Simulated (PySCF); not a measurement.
**Spin–spin coupling constants**

Molfile (atoms numbered from 1):
```
C2H4F2
     RDKit          3D

  8  7  0  0  0  0  0  0  0  0999 V2000
    1.3912    0.5376    0.9216 F   0  0  0  0  0  0  0  0  0  0  0  0
    0.7391   -0.0506   -0.1267 C   0  0  0  0  0  0  0  0  0  0  0  0
   -0.7464   -0.0288    0.0858 C   0  0  0  0  0  0  0  0  0  0  0  0
   -1.2354    1.2451   -0.0071 F   0  0  0  0  0  0  0  0  0  0  0  0
    1.0782   -1.0974   -0.2225 H   0  0  0  0  0  0  0  0  0  0  0  0
    0.9933    0.4894   -1.0549 H   0  0  0  0  0  0  0  0  0  0  0  0
   -0.9877   -0.4324    1.0841 H   0  0  0  0  0  0  0  0  0  0  0  0
   -1.2330   -0.6610   -0.6781 H   0  0  0  0  0  0  0  0  0  0  0  0
  1  2  1  0
  2  3  1  0
  3  4  1  0
  2  5  1  0
  2  6  1  0
  3  7  1  0
  3  8  1  0
M  END
```

Method: B3LYP/pcJ-1//PBE0-D3(BJ)/def2-SVP, PySCF; isolated molecule, single conformer, non-relativistic. Couplings are averaged over pairs made equivalent by symmetry, fast rotation or ring inversion, so a value needn't be that of the named pair in this geometry, while other rotamers aren't included; one pair stands for each set, and the list holds those of at least 0.8 Hz over up to four bonds. One-bond C–F couplings come out tens of Hz too large with common functionals.

Isotopes: ¹⁹F, ¹³C, ¹H.

```
  pair  bonds  J (Hz)
F1, C2      1  -244.7
C2, C3      1       ?
C2, H5      1   152.2
F1, C3      2       ?
F1, H5      2    55.1
C2, H7      2     0.8
H5, H6      2       ?
F1, F4      3   -11.7
F1, H7      3    32.2
H5, H7      3     1.3
H5, H8      3     6.4
```

Problem. Estimate the withheld couplings, with signs.

Solution. 
- ¹J(C2,C3) = 44.7 Hz (bond length 1.501 Å)
- ²J(F1,C3) = 19.7 Hz (angle at C2 111°)
- ²J(H5,H6) = -12.4 Hz
